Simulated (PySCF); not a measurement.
Static response to an electric field

Species: triphosphine, P3H5.
Cartesian coordinates in Å at the GFN2-xTB level; atoms count from 1:
```xyz
8
P3H5 angstrom
P      1.656    0.033   -0.525
P     -0.018   -0.309    0.811
P     -1.584   -0.169   -0.683
H      1.590    1.420   -0.388
H      2.590   -0.076    0.502
H      0.073   -1.701    0.712
H     -1.707    1.214   -0.546
H     -2.592   -0.403    0.249
```

Level: CAM-B3LYP/def2-SVPD (PySCF), static field, nuclei fixed, core orbitals frozen in the response. The polarisability tensor in these axes (au):

```
x   100.36   2.34   1.43
y     2.34  65.79  -3.40
z     1.43  -3.40  75.55
```

Problem. Give the principal values, the mean and the anisotropy Δα = √{½[(α1 − α2)² + (α2 − α3)² + (α1 − α3)²]}.

Solution. Principal values 64.53, 76.60 and 100.57 au; mean 80.57 au = 11.94 Å³ = 13.28 × 10⁻⁴⁰ C²·m²/J; Δα = 31.78 au (39 % of the mean).

Problem. What is the dipole moment, and where does it point?

Solution. (-0.05, 0.26, 0.59) D, 0.64 D in size, pointing from the negative to the positive side. Measured along this direction, the outermost atoms are P1 and P3 at the negative end and P2 at the positive end.

Problem. Along which axes do the principal values lie, and how far do the nuclei extend along each?

Solution. Largest value along (1.00, 0.06, 0.05), where the nuclei span 5.20 Å; middle along (-0.03, -0.31, 0.95), 2.04 Å; least along (-0.07, 0.95, 0.30), 2.52 Å. The strongest response lies along the longest span, while the other two are in reverse order.

Problem. Traceless (Buckingham) quadrupole moment about the centre of nuclear charge: eigenvalues?

Solution. -7.79, 3.51, 4.29 D·Å. The values depend on the origin, since the dipole doesn't vanish. The electronic extent ⟨r²⟩ about the same centre is 549 bohr², a root-mean-square distance of 1.75 Å for the 50 electrons.

Problem. What would n − 1 = 2πNα be for an ideal gas of these molecules at 350 K and 1 atm, electronic part alone?

Solution. N = p/kT = 2.0968 × 10¹⁹ cm⁻³, so n − 1 = 2π × N × 11.94 × 10⁻²⁴ cm³ = 1573 × 10⁻⁶ at long wavelengths, for an ideal gas.

Problem. Sum over states: ᾱ = Σ f/ω², ω in Eh. What share falls to these 8 lowest TDDFT singlets (eV, f)? 5.25, 0.0280; 5.50, 0.1347; 5.57, 0.0305; 5.66, 0.0311; 6.52, 0.0611; 6.73, 0.0461; 6.90, 0.0789; 7.13, 0.0120.

Solution. They add up to 8.72 au, 10.8 % of the 80.57 au; the largest single term is 3.30 au, from the state at 5.50 eV. Terms in order: 0.75, 3.30, 0.73, 0.72, 1.06, 0.75, 1.23, 0.17 au. Higher excitations give the rest. The strengths listed sum to 0.422.

Problem. Find the Langevin capture rate constant for H3O+ (19.018 u) meeting this molecule (97.960 u), k = 2.342 × 10⁻⁹ cm³/s × √(α in Å³ / reduced mass in u).

Solution. The reduced mass is 15.93 u, so k = 2.03 × 10⁻⁹ cm³/s. The formula leaves out the permanent dipole, which adds to the capture rate.

Geometry: GFN2-xTB, one conformer, isolated molecule.
